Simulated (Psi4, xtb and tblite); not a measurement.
Torsional profile of SMILES C=C/C=C\C#C (C6H6). Scanned: dihedral C3–C4–C5–C6; all other coordinates were relaxed at B3LYP-D3(BJ)/def2-SVP. Points at φ and −φ are mirror images. Heavy atoms are numbered in the order of the SMILES C#C/C=C\C=C, hydrogens after them in the order of the atoms that carry them; the mirror image has the same energies with the sign of each dihedral reversed. Each profile is relative to its own lowest point.

```tsv
φ / °	A	B	C
-150	0.060	0.083	0.074
-120	0.202	0.280	0.232
-90	0.273	0.372	0.277
-60	0.190	0.274	0.222
-30	0.119	0.189	0.205
0	0.111	0.167	0.219
30	0.119	0.189	0.205
60	0.190	0.274	0.222
90	0.273	0.372	0.277
120	0.202	0.280	0.232
150	0.060	0.083	0.074
180	0.000	0.000	0.000
```

Energies in eV.

Task: Match the curves with the methods GFN2-xTB, on its own relaxed geometries (the stored frames are those of B3LYP-D3(BJ)/def2-SVP) in xtb and tblite; HF/cc-pVTZ // B3LYP-D3(BJ)/def2-SVP in Psi4; PBE/def2-TZVP // B3LYP-D3(BJ)/def2-SVP (Psi4 1.11).

Result: A is GFN2-xTB; B is PBE/def2-TZVP; C is HF/cc-pVTZ.
